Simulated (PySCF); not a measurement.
Gas-phase reaction: 2 AlCl2OH = 2 AlO + 2 Cl2 + H2

Computed with PySCF and rigid-rotor harmonic-oscillator thermochemistry at 1 bar. † marks an energy on the PBE0/def2-TZVP geometry and frequencies; other levels use their own. Open shells (unrestricted): AlO (multiplicity 2); the rest are closed-shell singlets. AlCl2OH: computed as isolated molecules; such fragments, hydroxides, amides, oligomers or adducts are transient or little studied in the gas. The harmonic model lacks anharmonicity and excited electronic states, which grow with temperature; levels with a mode under 35 cm⁻¹ are left out.

ΔH° and ΔS° at 298 K: BLYP/def2-TZVP† 1405 kJ, 366 J/K; M06-2X/def2-TZVP† 1618 kJ, 366 J/K; PBE/def2-SVP 1525 kJ, 366 J/K; PBE/def2-TZVP† 1461 kJ, 366 J/K.

### Question
With the heat capacities included, give log10 K (1 bar) at 500, 800, 1000, 1200, 2500 K from BLYP/def2-TZVP†, M06-2X/def2-TZVP†, PBE/def2-SVP, PBE/def2-TZVP†.

### Answer
```tsv
T (K)	BLYP/def2-TZVP†	M06-2X/def2-TZVP†	PBE/def2-SVP	PBE/def2-TZVP†
500	-127.6	-149.9	-140.2	-133.6
800	-72.7	-86.7	-80.6	-76.5
1000	-54.5	-65.6	-60.8	-57.5
1200	-42.4	-51.7	-47.6	-44.9
2500	-11.2	-15.6	-13.7	-12.4
```
